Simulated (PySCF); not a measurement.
**Carbon: a sound run and one with changed settings**

Sound run: C [He] 2s2 2p2, C⁺ [He] 2s2 2p1. Computed with PySCF 2.14 in pcseg-2 (4s3p2d1f, 30 functions), with no relativity, point nucleus. The sound run starts from symmetry-adapted Hartree-Fock orbitals and uses a fine grid where one is needed.

A second run was set up differently.

```
species  method  sound run (hartree)  changed run (hartree)  converged
      C     UHF            -37.68907              -37.68907        yes
      C   M06-L            -37.84567              -37.90665        yes
      C    TPSS            -37.86326              -37.87480        yes
     C⁺     UHF            -37.29263              -37.29263        yes
     C⁺   M06-L            -37.42646              -37.48540        yes
     C⁺    TPSS            -37.44163              -37.44007        yes
```

Ionisation energy of C:

| method | sound run (eV) | changed run (eV) |
| --- | --- | --- |
| UHF | 10.788 | 10.788 |
| M06-L | 11.407 | 11.463 |
| TPSS | 11.473 | 11.829 |

(1) What was changed?
A. a valence shell is frozen
B. minimal basis
C. radial grid too coarse
D. level shift left on

## Answers

(1) C. It used radial step 0.8 in ln r (0.13 in the sound run). A coarse radial grid mis-integrates the density and the exchange-correlation energy, with errors of either sign; Hartree-Fock needs no grid.
